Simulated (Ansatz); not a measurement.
System: SO2, charge 1, doublet. SO2+ (parent SMILES S(=O)=O, doublet).
B3LYP-D3(BJ)/def2-TZVP minimum from Ansatz (an electronic-structure program):
```xyz
3

S      0.0064     0.0005     0.2907
O     -0.0279     1.3023    -0.2923
O      0.0151    -1.3032    -0.2891
```
Charge +1, spin multiplicity 2.

Hartree-Fock and CCSD correlation energies in hartree (Ansatz). Open shells are spin-unrestricted; no spin-orbit coupling. Correlated methods leave the cores frozen. No relativity. The UHF reference of O2S+ (parent SMILES O=S=O, doublet) is spin-contaminated (<S^2> up to 0.05 over the pure value in the sets run). The determinant of O2S+ (parent SMILES O=S=O, doublet) is a saddle point of the SCF energy; a lower one exists, which strains HF and MP2.

```csv
basis,X,E(HF),"E(corr, CCSD)"
cc-pV(T+d)Z,3,-546.86641,-0.63791
cc-pV(Q+d)Z,4,-546.88297,-0.67963
cc-pV(5+d)Z,5,-546.88734,withheld
```

Task: Fit E(corr) = E∞ + A/X³ to X = 3 and 4, predict X = 5, and compare with the run.

Result: A = (-0.63791 - (-0.67963))/(1/27 - 1/64) = 1.9484; E∞ = -0.67963 - A/64 = -0.71007; at X = 5, E∞ + A/125 = -0.69449. The run gave -0.69523, 0.74 mEh below the prediction. The same form on X = 4 and 5 gives E∞ = -0.71160, 1.52 mEh below the first estimate.
